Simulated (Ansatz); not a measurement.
Ansatz (an electronic-structure program) input:

Ansatz 0.2 input:
```yaml
crystal:
  periodic: [false, false, false]
  atoms:
    - {symbol: C, position_ang: [1.14995060, -0.54805815, 0.07775131]}
    - {symbol: C, position_ang: [0.10013169, 0.48549506, 0.15382061]}
    - {symbol: O, position_ang: [-1.15118388, -0.08480778, -0.21949146]}
    - {symbol: H, position_ang: [-1.80250648, 0.62027496, -0.28928720]}
    - {symbol: H, position_ang: [0.05460212, 0.90627730, 1.17027120]}
    - {symbol: H, position_ang: [0.34691307, 1.32963965, -0.51637605]}
    - {symbol: H, position_ang: [2.11023961, -0.38271992, 0.54416248]}
    - {symbol: H, position_ang: [0.99972909, -1.41963110, -0.54227020]}
basis:
  gaussian:
    orbitals: aug-cc-pVDZ
magnetization: {spin_polarized: true, initial_magnetization: 1}
correlation: {method: ccsd_t, electrons: outside_noble_gas}
output: {forces: true}
```

Q: Predict the final energy.

A: -153.99628 Eh (CCSD(T)/aug-cc-pVDZ). The basis has 114 functions.

It need not be the lowest isomer of its formula.
